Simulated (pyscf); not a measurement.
Thermochemistry of product channels of H₃Si–SiH₂–SiH₂–SiH₃ + hydrogen fluoride (HF) on the singlet surface, in kJ/mol, from ωB97M-D3(BJ)/def2-TZVP energies (ideal gas, 1 atm, RRHO with modes under 100 cm⁻¹ raised to 100, one conformer, R ln 2 for chiral ones without a mode under 150 cm⁻¹). PySCF, gas phase, ωB97X-D3(BJ)/def2-SVP geometries.

```tsv
products	ΔE	ΔH(298 K)	ΔG(298 K)	ΔG(600 K)
F–SiH(SiH₃)–SiH₂–SiH₃ + hydrogen (H₂)	-91.5	-100.5	-95.1	-90.6
F–SiH₂–SiH₃ + disilane (H₃Si–SiH₃)	-114.4	-118.0	-123.7	-127.6
```

These are energies of the channels, which say nothing of barriers.
